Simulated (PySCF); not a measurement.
`C[O-]`: 4 charge schemes on one density

CH3O (charge -1).
Z-matrix (Å and degrees, PBE0-D3(BJ)/def2-SVP geometry), rows numbered from 1:
```
C 
O   1  1.2893
H   1  1.1729  2  118.48
H   1  1.1722  2  118.46  3   119.95
H   1  1.1727  2  118.52  3  -119.97
```

Density: PBE0/pcSseg-1 (PySCF); schemes: Mulliken, IAO, Hirshfeld and ESP-fitted. Isolated species at its PBE0-D3(BJ)/def2-SVP geometry, gas phase. The pcSseg-1 basis has no diffuse functions, a weakness for an anion. The HOMO energy is positive at this level (+1.26 eV), so the outermost electrons may be held by the finite basis alone.

**Question.** Give the atomic charges in each scheme.

**Answer.** In e; atoms taken as equivalent share a row and are averaged (×n: the atom named and its like, n in all):

```
    atom                 environment  Mulliken     IAO  Hirshfeld  ESP-fitted
      C1  sp3 carbon bound to oxygen    +0.088  -0.052     -0.133      +0.581
      O2             alkoxide oxygen    -0.746  -0.803     -0.575      -0.899
H3/H4/H5             methyl hydrogen    -0.114  -0.048     -0.097      -0.227
```

Mean size of the charges over all atoms: ESP-fitted 0.432 e, Mulliken 0.235 e, Hirshfeld 0.200 e, IAO 0.200 e. Each set sums to the total charge, -1, to within 0.001 e. The Mulliken scheme counts on each atom the diagonal of the density matrix times the overlap matrix over that atom's basis functions. The IAO scheme counts the electrons in orthogonalised intrinsic atomic orbitals, a minimal basis polarised so that it spans the occupied orbitals exactly.

Lowest charge. All schemes agree: Mulliken O2 (-0.746); IAO O2 (-0.803); Hirshfeld O2 (-0.575); ESP-fitted O2 (-0.899).

Highest charge. The schemes don't all agree: Mulliken C1 (+0.088); IAO H3/H4/H5 (-0.048); Hirshfeld H3/H4/H5 (-0.097); ESP-fitted C1 (+0.581).

**Question.** Sum the charges by element, for elements with more than one atom.

**Answer.** 
| element | atoms | Mulliken | IAO | Hirshfeld | ESP-fitted |
| --- | --- | --- | --- | --- | --- |
| H | 3 | -0.342 | -0.145 | -0.292 | -0.682 |

**Question.** How many electrons does the Mulliken scheme count on C1?

**Answer.** Z − q = 6 − (+0.088) = 5.912.
